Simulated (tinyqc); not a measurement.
ROHF in the sto-3g basis, for LiH+, spin multiplicity 2, step by step (part 1 of 2). Computed by tinyqc, a small Python program that keeps every step (integrals from PySCF). Settings: charge = 1, multiplicity = 2, basis = sto-3g, energy threshold = 1e-10, iteration cap = 88, orthogonalisation = symmetric, start = Wolfsberg-Helmholz matrix, DIIS depth = 0, method = ROHF. Command: `OMP_NUM_THREADS=1 python tinyqc.py 21114 21115 out.jsonl` (the two numbers bound the seeds that draw the settings). One thread of a shared host (Intel(R) Xeon(R) Processor @ 2.60GHz), about 0.09 s of CPU time with the checks. Later iterations appear only in the table of the cycle.

## One-electron integrals

Geometry (angstrom):
```
atom         x         y         z
Li    0.000000  0.000000  0.000000
H     0.000000  0.000000  1.894000
```

Basis sto-3g: exponents (1/bohr^2) and contraction coefficients of normalised primitives:
```
element  l (shell)   exponent  coefficient
Li           s (1)  16.119575     0.154329
Li           s (1)   2.936201     0.535328
Li           s (1)   0.794651     0.444635
Li           s (2)   0.636290    -0.099967
Li           s (2)   0.147860     0.399513
Li           s (2)   0.048089     0.700115
Li           p (3)   0.636290     0.155916
Li           p (3)   0.147860     0.607684
Li           p (3)   0.048089     0.391957
H            s (1)   3.425251     0.154329
H            s (1)   0.623914     0.535328
H            s (1)   0.168855     0.444635
```

Overlap, kinetic and nuclear-attraction integrals over the contracted functions; the nuclear repulsion is the sum of Za Zb / Rab.

nuclear repulsion = 0.83818988 hartree

overlap S:
```
           1Li 1s    1Li 2s   1Li 2px   1Li 2py   1Li 2pz     2H 1s
1Li 1s   1.000000  0.241137  0.000000  0.000000  0.000000  0.035112
1Li 2s   0.241137  1.000000  0.000000  0.000000  0.000000  0.323325
1Li 2px  0.000000  0.000000  1.000000  0.000000  0.000000  0.000000
1Li 2py  0.000000  0.000000  0.000000  1.000000  0.000000  0.000000
1Li 2pz  0.000000  0.000000  0.000000  0.000000  1.000000  0.448156
2H 1s    0.035112  0.323325  0.000000  0.000000  0.448156  1.000000
```

kinetic energy T (hartree):
```
            1Li 1s     1Li 2s   1Li 2px   1Li 2py   1Li 2pz      2H 1s
1Li 1s    3.576786  -0.020237  0.000000  0.000000  0.000000  -0.010643
1Li 2s   -0.020237   0.102163  0.000000  0.000000  0.000000   0.024615
1Li 2px   0.000000   0.000000  0.319682  0.000000  0.000000   0.000000
1Li 2py   0.000000   0.000000  0.000000  0.319682  0.000000   0.000000
1Li 2pz   0.000000   0.000000  0.000000  0.000000  0.319682   0.086181
2H 1s    -0.010643   0.024615  0.000000  0.000000  0.086181   0.760032
```

nuclear attraction V (hartree):
```
            1Li 1s     1Li 2s    1Li 2px    1Li 2py    1Li 2pz      2H 1s
1Li 1s   -8.262278  -1.031716   0.000000   0.000000  -0.011494  -0.147006
1Li 2s   -1.031716  -1.466979   0.000000   0.000000  -0.105141  -0.551194
1Li 2px   0.000000   0.000000  -1.429755   0.000000   0.000000   0.000000
1Li 2py   0.000000   0.000000   0.000000  -1.429755   0.000000   0.000000
1Li 2pz  -0.011494  -0.105141   0.000000   0.000000  -1.512654  -0.772804
2H 1s    -0.147006  -0.551194   0.000000   0.000000  -0.772804  -2.064260
```

core Hamiltonian H = T + V (hartree):
```
            1Li 1s     1Li 2s    1Li 2px    1Li 2py    1Li 2pz      2H 1s
1Li 1s   -4.685492  -1.051953   0.000000   0.000000  -0.011494  -0.157649
1Li 2s   -1.051953  -1.364815   0.000000   0.000000  -0.105141  -0.526579
1Li 2px   0.000000   0.000000  -1.110073   0.000000   0.000000   0.000000
1Li 2py   0.000000   0.000000   0.000000  -1.110073   0.000000   0.000000
1Li 2pz  -0.011494  -0.105141   0.000000   0.000000  -1.192972  -0.686623
2H 1s    -0.157649  -0.526579   0.000000   0.000000  -0.686623  -1.304228
```

## Two-electron integrals

Functions are numbered as in S; the eight-fold symmetry (ij|kl) = (ji|kl) = (kl|ij) leaves the list below.

Two-electron integrals (ij|kl) in chemists' order, unique and non-zero (hartree):
```
(11|11) 1.680395   (21|11) 0.265420   (21|21) 0.049941   (22|11) 0.397727
(22|21) 0.092860   (22|22) 0.290562   (31|31) 0.008981   (32|31) 0.013788
(32|32) 0.064184   (33|11) 0.396640   (33|21) 0.092880   (33|22) 0.290497
(33|33) 0.312946   (41|41) 0.008981   (42|41) 0.013788   (42|42) 0.064184
(43|43) 0.016869   (44|11) 0.396640   (44|21) 0.092880   (44|22) 0.290497
(44|33) 0.279207   (44|44) 0.312946   (51|51) 0.008981   (52|51) 0.013788
(52|52) 0.064184   (53|53) 0.016869   (54|54) 0.016869   (55|11) 0.396640
(55|21) 0.092880   (55|22) 0.290497   (55|33) 0.279207   (55|44) 0.279207
(55|55) 0.312946   (61|11) 0.037244   (61|21) 0.007057   (61|22) 0.013420
(61|33) 0.013264   (61|44) 0.013264   (61|51) 0.000862   (61|52) 0.001681
(61|55) 0.013739   (61|61) 0.001095   (62|11) 0.109327   (62|21) 0.025938
(62|22) 0.088682   (62|33) 0.083793   (62|44) 0.083793   (62|51) 0.004129
(62|52) 0.027263   (62|55) 0.098376   (62|61) 0.004410   (62|62) 0.048439
(63|31) 0.001831   (63|32) 0.009123   (63|53) 0.003948   (63|63) 0.003026
(64|41) 0.001831   (64|42) 0.009123   (64|54) 0.003948   (64|64) 0.003026
(65|11) 0.142208   (65|21) 0.034026   (65|22) 0.120217   (65|33) 0.111960
(65|44) 0.111960   (65|51) 0.006368   (65|52) 0.041904   (65|55) 0.136607
(65|61) 0.005963   (65|62) 0.071223   (65|65) 0.105751   (66|11) 0.279114
(66|21) 0.067204   (66|22) 0.253875   (66|33) 0.231707   (66|44) 0.231707
(66|51) 0.011268   (66|52) 0.094835   (66|55) 0.298069   (66|61) 0.011735
(66|62) 0.177412   (66|65) 0.269607   (66|66) 0.774606
```

## Orthogonalisation

S = U s U^T; symmetric (Loewdin) form X = U s^(-1/2) U^T, so that X^T S X = 1.

eigenvalues of S: 0.435750  0.802007  1.000000  1.000000  1.179333  1.582911

X:
```
            1Li 1s     1Li 2s   1Li 2px   1Li 2py    1Li 2pz      2H 1s
1Li 1s    1.023406  -0.130491  0.000000  0.000000  -0.007190   0.016885
1Li 2s   -0.130491   1.076145  0.000000  0.000000   0.072320  -0.206709
1Li 2px   0.000000   0.000000  1.000000  0.000000   0.000000   0.000000
1Li 2py   0.000000   0.000000  0.000000  1.000000   0.000000   0.000000
1Li 2pz  -0.007190   0.072320  0.000000  0.000000   1.098011  -0.281153
2H 1s     0.016885  -0.206709  0.000000  0.000000  -0.281153   1.149623
```

## Starting guess

The start is the generalised Wolfsberg-Helmholz matrix (K = 1.75) built on H; D(s) = C_occ C_occ^T for each spin.

D(alpha) at the start:
```
            1Li 1s    1Li 2s   1Li 2px   1Li 2py    1Li 2pz      2H 1s
1Li 1s    0.988311  0.015250  0.000000  0.000000  -0.044101  -0.069877
1Li 2s    0.015250  0.076386  0.000000  0.000000   0.119252   0.169769
1Li 2px   0.000000  0.000000  0.000000  0.000000   0.000000   0.000000
1Li 2py   0.000000  0.000000  0.000000  0.000000   0.000000   0.000000
1Li 2pz  -0.044101  0.119252  0.000000  0.000000   0.190856   0.272194
2H 1s    -0.069877  0.169769  0.000000  0.000000   0.272194   0.388247
```

D(beta) at the start:
```
            1Li 1s     1Li 2s   1Li 2px   1Li 2py    1Li 2pz      2H 1s
1Li 1s    0.977398   0.043750  0.000000  0.000000   0.001537  -0.004787
1Li 2s    0.043750   0.001958  0.000000  0.000000   0.000069  -0.000214
1Li 2px   0.000000   0.000000  0.000000  0.000000   0.000000   0.000000
1Li 2py   0.000000   0.000000  0.000000  0.000000   0.000000   0.000000
1Li 2pz   0.001537   0.000069  0.000000  0.000000   0.000002  -0.000008
2H 1s    -0.004787  -0.000214  0.000000  0.000000  -0.000008   0.000023
```

## Iteration 1: building the Fock matrix

J_ij = sum D_kl (ij|kl) with D = D(alpha) + D(beta), K_ij = sum D_kl (ik|jl) for each spin; F = H + J - K(s); E = tr D H + tr D J / 2 - 0.5 sum_s tr D(s) K(s) + E_nn.

Coulomb J (hartree):
```
           1Li 1s    1Li 2s   1Li 2px   1Li 2py   1Li 2pz     2H 1s
1Li 1s   3.658647  0.604993  0.000000  0.000000  0.011639  0.087179
1Li 2s   0.604993  1.063064  0.000000  0.000000  0.082770  0.373267
1Li 2px  0.000000  0.000000  1.044033  0.000000  0.000000  0.000000
1Li 2py  0.000000  0.000000  0.000000  1.044033  0.000000  0.000000
1Li 2pz  0.011639  0.082770  0.000000  0.000000  1.094531  0.514014
2H 1s    0.087179  0.373267  0.000000  0.000000  0.514014  1.160971
```

exchange K(alpha) (hartree):
```
            1Li 1s    1Li 2s   1Li 2px   1Li 2py    1Li 2pz     2H 1s
1Li 1s    1.672463  0.280713  0.000000  0.000000  -0.001315  0.041845
1Li 2s    0.280713  0.146769  0.000000  0.000000   0.125799  0.198758
1Li 2px   0.000000  0.000000  0.023585  0.000000   0.000000  0.000000
1Li 2py   0.000000  0.000000  0.000000  0.023585   0.000000  0.000000
1Li 2pz  -0.001315  0.125799  0.000000  0.000000   0.202690  0.286516
2H 1s     0.041845  0.198758  0.000000  0.000000   0.286516  0.547669
```

exchange K(beta) (hartree):
```
            1Li 1s     1Li 2s   1Li 2px   1Li 2py    1Li 2pz     2H 1s
1Li 1s    1.665377   0.278623  0.000000  0.000000  -0.000062  0.040411
1Li 2s    0.278623   0.057221  0.000000  0.000000  -0.000025  0.008454
1Li 2px   0.000000   0.000000  0.010089  0.000000   0.000000  0.000000
1Li 2py   0.000000   0.000000  0.000000  0.010089   0.000000  0.000000
1Li 2pz  -0.000062  -0.000025  0.000000  0.000000   0.010033  0.001076
2H 1s     0.040411   0.008454  0.000000  0.000000   0.001076  0.001405
```

F(alpha) (hartree):
```
            1Li 1s     1Li 2s    1Li 2px    1Li 2py    1Li 2pz      2H 1s
1Li 1s   -2.699307  -0.727673   0.000000   0.000000   0.001461  -0.112315
1Li 2s   -0.727673  -0.448520   0.000000   0.000000  -0.148170  -0.352070
1Li 2px   0.000000   0.000000  -0.089625   0.000000   0.000000   0.000000
1Li 2py   0.000000   0.000000   0.000000  -0.089625   0.000000   0.000000
1Li 2pz   0.001461  -0.148170   0.000000   0.000000  -0.301131  -0.459125
2H 1s    -0.112315  -0.352070   0.000000   0.000000  -0.459125  -0.690927
```

F(beta) (hartree):
```
            1Li 1s     1Li 2s    1Li 2px    1Li 2py    1Li 2pz      2H 1s
1Li 1s   -2.692222  -0.725584   0.000000   0.000000   0.000207  -0.110881
1Li 2s   -0.725584  -0.358973   0.000000   0.000000  -0.022345  -0.161766
1Li 2px   0.000000   0.000000  -0.076129   0.000000   0.000000   0.000000
1Li 2py   0.000000   0.000000   0.000000  -0.076129   0.000000   0.000000
1Li 2pz   0.000207  -0.022345   0.000000   0.000000  -0.108474  -0.173685
2H 1s    -0.110881  -0.161766   0.000000   0.000000  -0.173685  -0.144663
```

total energy of this density = -7.59280715 hartree

## Iteration 1: Roothaan effective Fock matrix

With projectors Pc = D(beta) S, Po = (D(alpha) - D(beta)) S, Pv = 1 - D(alpha) S, the block xy is Px^T F Py; with Fc = (F(alpha) + F(beta))/2, the blocks are Fc for cc, oo, vv and cv, F(beta) for co and F(alpha) for ov.

effective F (hartree):
```
            1Li 1s     1Li 2s    1Li 2px    1Li 2py    1Li 2pz      2H 1s
1Li 1s   -2.695850  -0.725765   0.000000   0.000000   0.002105  -0.108800
1Li 2s   -0.725765  -0.388875   0.000000   0.000000  -0.058696  -0.255335
1Li 2px   0.000000   0.000000  -0.082877   0.000000   0.000000   0.000000
1Li 2py   0.000000   0.000000   0.000000  -0.082877   0.000000   0.000000
1Li 2pz   0.002105  -0.058696   0.000000   0.000000  -0.157904  -0.308150
2H 1s    -0.108800  -0.255335   0.000000   0.000000  -0.308150  -0.471606
```

## Iteration 1: diagonalisation and new density

Diagonalise F' = X^T F X, C = X C', fill 2 alpha and 1 beta electrons from the bottom; D(s) = C_occ C_occ^T. Each column has its largest component positive (the first on a tie).

F' = X^T F X (hartree):
```
           1          2          3          4          5          6
1  -2.639148  -0.383253   0.000000   0.000000  -0.001295   0.000905
2  -0.383253  -0.205634   0.000000   0.000000   0.022882  -0.159949
3   0.000000   0.000000  -0.082877   0.000000   0.000000   0.000000
4   0.000000   0.000000   0.000000  -0.082877   0.000000   0.000000
5  -0.001295   0.022882   0.000000   0.000000  -0.038225  -0.228074
6   0.000905  -0.159949   0.000000   0.000000  -0.228074  -0.338603
```

orbital energies (hartree): MO1 -2.698313, MO2 -0.508883, MO3 -0.136754, MO4 -0.082877, MO5 -0.082877, MO6 0.122340

coefficients C:
```
               MO1        MO2        MO3       MO4        MO5        MO6
1Li 1s    0.991629  -0.095742  -0.243547  0.000000   0.000000  -0.113646
1Li 2s    0.033186   0.228095   0.926026  0.000000   0.000000   0.558948
1Li 2px   0.000000   0.000000   0.000000  0.953716  -0.300708   0.000000
1Li 2py   0.000000   0.000000   0.000000  0.300708   0.953716   0.000000
1Li 2pz   0.001152   0.220141  -0.438873  0.000000   0.000000   1.024150
2H 1s    -0.003403   0.795036  -0.184654  0.000000   0.000000  -0.881761
```

D(alpha) after iteration 1:
```
            1Li 1s    1Li 2s   1Li 2px   1Li 2py    1Li 2pz      2H 1s
1Li 1s    0.992495  0.011070  0.000000  0.000000  -0.019934  -0.079493
1Li 2s    0.011070  0.053129  0.000000  0.000000   0.050251   0.181231
1Li 2px   0.000000  0.000000  0.000000  0.000000   0.000000   0.000000
1Li 2py   0.000000  0.000000  0.000000  0.000000   0.000000   0.000000
1Li 2pz  -0.019934  0.050251  0.000000  0.000000   0.048463   0.175016
2H 1s    -0.079493  0.181231  0.000000  0.000000   0.175016   0.632094
```

D(beta) after iteration 1:
```
            1Li 1s     1Li 2s   1Li 2px   1Li 2py    1Li 2pz      2H 1s
1Li 1s    0.983328   0.032908  0.000000  0.000000   0.001143  -0.003374
1Li 2s    0.032908   0.001101  0.000000  0.000000   0.000038  -0.000113
1Li 2px   0.000000   0.000000  0.000000  0.000000   0.000000   0.000000
1Li 2py   0.000000   0.000000  0.000000  0.000000   0.000000   0.000000
1Li 2pz   0.001143   0.000038  0.000000  0.000000   0.000001  -0.000004
2H 1s    -0.003374  -0.000113  0.000000  0.000000  -0.000004   0.000012
```

Within a degenerate level the vectors are fixed only up to a rotation; this is one choice.

## Iteration 2: building the Fock matrix

As before.

Coulomb J (hartree):
```
           1Li 1s    1Li 2s   1Li 2px   1Li 2py   1Li 2pz     2H 1s
1Li 1s   3.643936  0.600970  0.000000  0.000000  0.011754  0.086659
1Li 2s   0.600970  1.056296  0.000000  0.000000  0.090147  0.384344
1Li 2px  0.000000  0.000000  1.034951  0.000000  0.000000  0.000000
1Li 2py  0.000000  0.000000  0.000000  1.034951  0.000000  0.000000
1Li 2pz  0.011754  0.090147  0.000000  0.000000  1.092366  0.533333
2H 1s    0.086659  0.384344  0.000000  0.000000  0.533333  1.241041
```

exchange K(alpha) (hartree):
```
            1Li 1s    1Li 2s   1Li 2px   1Li 2py    1Li 2pz     2H 1s
1Li 1s    1.674379  0.275672  0.000000  0.000000  -0.000339  0.040142
1Li 2s    0.275672  0.138351  0.000000  0.000000   0.108963  0.211181
1Li 2px   0.000000  0.000000  0.019757  0.000000   0.000000  0.000000
1Li 2py   0.000000  0.000000  0.000000  0.019757   0.000000  0.000000
1Li 2pz  -0.000339  0.108963  0.000000  0.000000   0.156633  0.285454
2H 1s     0.040142  0.211181  0.000000  0.000000   0.285454  0.662238
```

exchange K(beta) (hartree):
```
            1Li 1s     1Li 2s   1Li 2px   1Li 2py    1Li 2pz     2H 1s
1Li 1s    1.669652   0.275433  0.000000  0.000000  -0.000019  0.039693
1Li 2s    0.275433   0.055346  0.000000  0.000000  -0.000010  0.008104
1Li 2px   0.000000   0.000000  0.009795  0.000000   0.000000  0.000000
1Li 2py   0.000000   0.000000  0.000000  0.009795   0.000000  0.000000
1Li 2pz  -0.000019  -0.000010  0.000000  0.000000   0.009758  0.001022
2H 1s     0.039693   0.008104  0.000000  0.000000   0.001022  0.001327
```

F(alpha) (hartree):
```
            1Li 1s     1Li 2s    1Li 2px    1Li 2py    1Li 2pz      2H 1s
1Li 1s   -2.715934  -0.726655   0.000000   0.000000   0.000599  -0.111132
1Li 2s   -0.726655  -0.446871   0.000000   0.000000  -0.123956  -0.353416
1Li 2px   0.000000   0.000000  -0.094879   0.000000   0.000000   0.000000
1Li 2py   0.000000   0.000000   0.000000  -0.094879   0.000000   0.000000
1Li 2pz   0.000599  -0.123956   0.000000   0.000000  -0.257239  -0.438744
2H 1s    -0.111132  -0.353416   0.000000   0.000000  -0.438744  -0.725426
```

F(beta) (hartree):
```
            1Li 1s     1Li 2s    1Li 2px    1Li 2py    1Li 2pz      2H 1s
1Li 1s   -2.711207  -0.726416   0.000000   0.000000   0.000279  -0.110683
1Li 2s   -0.726416  -0.363865   0.000000   0.000000  -0.014984  -0.150340
1Li 2px   0.000000   0.000000  -0.084917   0.000000   0.000000   0.000000
1Li 2py   0.000000   0.000000   0.000000  -0.084917   0.000000   0.000000
1Li 2pz   0.000279  -0.014984   0.000000   0.000000  -0.110364  -0.154311
2H 1s    -0.110683  -0.150340   0.000000   0.000000  -0.154311  -0.064515
```

total energy of this density = -7.62074924 hartree

## Iteration 2: Roothaan effective Fock matrix

As before.

effective F (hartree):
```
            1Li 1s     1Li 2s    1Li 2px    1Li 2py    1Li 2pz      2H 1s
1Li 1s   -2.713595  -0.726616   0.000000   0.000000   0.000542  -0.109709
1Li 2s   -0.726616  -0.367633   0.000000   0.000000  -0.029716  -0.222361
1Li 2px   0.000000   0.000000  -0.089898   0.000000   0.000000   0.000000
1Li 2py   0.000000   0.000000   0.000000  -0.089898   0.000000   0.000000
1Li 2pz   0.000542  -0.029716   0.000000   0.000000  -0.143342  -0.274982
2H 1s    -0.109709  -0.222361   0.000000   0.000000  -0.274982  -0.436073
```

## Iteration 2: diagonalisation and new density

As before.

F' = X^T F X (hartree):
```
           1          2          3          4          5          6
1  -2.657241  -0.383791   0.000000   0.000000  -0.005441  -0.002935
2  -0.383791  -0.190673   0.000000   0.000000   0.043667  -0.135647
3   0.000000   0.000000  -0.089898   0.000000   0.000000   0.000000
4   0.000000   0.000000   0.000000  -0.089898   0.000000   0.000000
5  -0.005441   0.043667   0.000000   0.000000  -0.034945  -0.202412
6  -0.002935  -0.135647   0.000000   0.000000  -0.202412  -0.323346
```

orbital energies (hartree): MO1 -2.715806, MO2 -0.459108, MO3 -0.144896, MO4 -0.089898, MO5 -0.089898, MO6 0.113606

coefficients C:
```
               MO1        MO2        MO3        MO4       MO5        MO6
1Li 1s    0.992149  -0.082949  -0.241509   0.000000  0.000000  -0.123122
1Li 2s    0.031250   0.177554   0.916767   0.000000  0.000000   0.591703
1Li 2px   0.000000   0.000000   0.000000  -0.590979  0.806687   0.000000
1Li 2py   0.000000   0.000000   0.000000   0.806687  0.590979   0.000000
1Li 2pz   0.001362   0.199013  -0.460366   0.000000  0.000000   1.019025
2H 1s    -0.003305   0.830860  -0.133729   0.000000  0.000000  -0.857597
```

D(alpha) after iteration 2:
```
            1Li 1s    1Li 2s   1Li 2px   1Li 2py    1Li 2pz      2H 1s
1Li 1s    0.991240  0.016277  0.000000  0.000000  -0.015156  -0.072199
1Li 2s    0.016277  0.032502  0.000000  0.000000   0.035378   0.147419
1Li 2px   0.000000  0.000000  0.000000  0.000000   0.000000   0.000000
1Li 2py   0.000000  0.000000  0.000000  0.000000   0.000000   0.000000
1Li 2pz  -0.015156  0.035378  0.000000  0.000000   0.039608   0.165348
2H 1s    -0.072199  0.147419  0.000000  0.000000   0.165348   0.690339
```

D(beta) after iteration 2:
```
            1Li 1s     1Li 2s   1Li 2px   1Li 2py    1Li 2pz      2H 1s
1Li 1s    0.984359   0.031005  0.000000  0.000000   0.001352  -0.003279
1Li 2s    0.031005   0.000977  0.000000  0.000000   0.000043  -0.000103
1Li 2px   0.000000   0.000000  0.000000  0.000000   0.000000   0.000000
1Li 2py   0.000000   0.000000  0.000000  0.000000   0.000000   0.000000
1Li 2pz   0.001352   0.000043  0.000000  0.000000   0.000002  -0.000005
2H 1s    -0.003279  -0.000103  0.000000  0.000000  -0.000005   0.000011
```

Within a degenerate level the vectors are fixed only up to a rotation; this is one choice.
